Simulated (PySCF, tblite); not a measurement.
Compound: chloroacetonitrile, C2H2ClN.
Structure used (GFN2-xTB), in Å, numbered top down from 1:
```xyz
6
C2H2ClN angstrom
N      2.1253    0.2452   -0.0435
C      1.0014    0.0433   -0.0219
C     -0.4165   -0.1935    0.0039
Cl    -1.2817    1.3853    0.0252
H     -0.6963   -0.7422    0.9048
H     -0.7291   -0.7361   -0.8900
```

Computed with PBE0/pcSseg-1 in PySCF (dipole) on a GFN2-xTB geometry, gas phase.

Masses are those of the commonest isotopes; rigid-rotor values at the optimised geometry. 

(1) What are A, B and C (cm⁻¹)?

(2) What kind of rotor is it?

(3) What does the inertial defect say?

(4) Where do the levels up to J = 4 lie, in K?

(5) Which types of transition are allowed, and where do some lines up to J = 5 fall?

## Answers

(1) Ia = 21.20, Ib = 154.79, Ic = 172.74 u·Å²; 505379 MHz·u·Å²/I gives 23841, 3265 and 2926 MHz, that is A = 0.79525, B = 0.10891, C = 0.09759 cm⁻¹.

(2) A near-prolate asymmetric top: κ = (2 × 3265 − 23841 − 2926)/(23841 − 2926) = -0.97.

(3) Not planar: Δ = Ic − Ia − Ib = -3.25 u·Å². For a rigid frame Δ = −2 Σ m c², so Σ m c² = 1.62 u·Å² lies off the ab plane, practically all of it from hydrogen. The atom farthest from that plane is 0.90 Å away.

(4) Above 0(0,0), as E/k:
J = 1: 1(0,1) 0.297, 1(1,1) 1.285, 1(1,0) 1.301
J = 2: 2(0,2) 0.891, 2(1,2) 1.863, 2(1,1) 1.911, 2(2,1) 4.874, 2(2,0) 4.874
J = 3: 3(0,3) 1.782, 3(1,3) 2.729, 3(1,2) 2.827, 3(2,2) 5.765, 3(2,1) 5.766, 3(3,1) 10.744, 3(3,0) 10.744
J = 4: 4(0,4) 2.968, 4(1,4) 3.885, 4(1,3) 4.048, 4(2,3) 6.953, 4(2,2) 6.956, 4(3,2) 11.932, 4(3,1) 11.932, 4(4,1) 18.901, 4(4,0) 18.901

(5) The dipole components are |μa| = 1.68 D, |μb| = 2.86 D, |μc| = 0.00 D; the mirror of this Cs structure is the ab plane, so μc vanishes by symmetry and there are no c-type lines. The squared components, which scale the intensities, stand as 0.35 : 1.00 (a : b). Some lines, for components of 0.1 D or more:

```json
{"type": "a", "branch": "Q", "J(Ka,Kc)": "1(1,0) ← 1(1,1)", "MHz": "339", "lower level (cm⁻¹)": "0.893"}
{"type": "a", "branch": "Q", "J(Ka,Kc)": "2(1,1) ← 2(1,2)", "MHz": "1018", "lower level (cm⁻¹)": "1.295"}
{"type": "a", "branch": "Q", "J(Ka,Kc)": "4(1,3) ← 4(1,4)", "MHz": "3393", "lower level (cm⁻¹)": "2.700"}
{"type": "a", "branch": "R", "J(Ka,Kc)": "2(1,1) ← 1(1,0)", "MHz": "12721", "lower level (cm⁻¹)": "0.904"}
{"type": "a", "branch": "R", "J(Ka,Kc)": "3(2,2) ← 2(2,1)", "MHz": "18572", "lower level (cm⁻¹)": "3.388"}
{"type": "b", "branch": "Q", "J(Ka,Kc)": "3(1,2) ← 3(0,3)", "MHz": "21782", "lower level (cm⁻¹)": "1.238"}
{"type": "a", "branch": "R", "J(Ka,Kc)": "4(0,4) ← 3(0,3)", "MHz": "24721", "lower level (cm⁻¹)": "1.238"}
{"type": "b", "branch": "R", "J(Ka,Kc)": "1(1,1) ← 0(0,0)", "MHz": "26767", "lower level (cm⁻¹)": "0.000"}
{"type": "a", "branch": "R", "J(Ka,Kc)": "5(4,2) ← 4(4,1)", "MHz": "30963", "lower level (cm⁻¹)": "13.137"}
{"type": "a", "branch": "R", "J(Ka,Kc)": "5(2,3) ← 4(2,2)", "MHz": "31027", "lower level (cm⁻¹)": "4.835"}
{"type": "a", "branch": "R", "J(Ka,Kc)": "5(1,4) ← 4(1,3)", "MHz": "31783", "lower level (cm⁻¹)": "2.813"}
{"type": "b", "branch": "Q", "J(Ka,Kc)": "2(2,1) ← 2(1,2)", "MHz": "62746", "lower level (cm⁻¹)": "1.295"}
{"type": "b", "branch": "Q", "J(Ka,Kc)": "4(2,3) ← 4(1,4)", "MHz": "63941", "lower level (cm⁻¹)": "2.700"}
{"type": "b", "branch": "R", "J(Ka,Kc)": "2(2,0) ← 1(1,1)", "MHz": "74792", "lower level (cm⁻¹)": "0.893"}
{"type": "b", "branch": "R", "J(Ka,Kc)": "5(2,4) ← 4(1,3)", "MHz": "91493", "lower level (cm⁻¹)": "2.813"}
{"type": "b", "branch": "Q", "J(Ka,Kc)": "4(3,1) ← 4(2,2)", "MHz": "103681", "lower level (cm⁻¹)": "4.835"}
{"type": "b", "branch": "R", "J(Ka,Kc)": "4(3,2) ← 3(2,1)", "MHz": "128481", "lower level (cm⁻¹)": "4.008"}
{"type": "b", "branch": "R", "J(Ka,Kc)": "5(3,3) ← 4(2,2)", "MHz": "134648", "lower level (cm⁻¹)": "4.835"}
{"type": "b", "branch": "R", "J(Ka,Kc)": "4(4,0) ← 3(3,1)", "MHz": "169984", "lower level (cm⁻¹)": "7.467"}
{"type": "b", "branch": "R", "J(Ka,Kc)": "5(4,2) ← 4(3,1)", "MHz": "176175", "lower level (cm⁻¹)": "8.293"}
{"type": "b", "branch": "Q", "J(Ka,Kc)": "5(5,1) ← 5(4,2)", "MHz": "186703", "lower level (cm⁻¹)": "14.170"}
```

Its GFN2-xTB frequencies are all real (lowest 163 cm⁻¹). These are rigid-rotor constants of the computed structure; measured ground-state constants (B0) also hold zero-point vibration. Quadrupole hyperfine structure (14N, 35Cl) is left out.

Hardware: Arm Neoverse V1, one thread (shared host). Cost: 4.3 s wall. This is the PBE0/pcSseg-1 job that gave the dipole, with the shieldings it also computed.
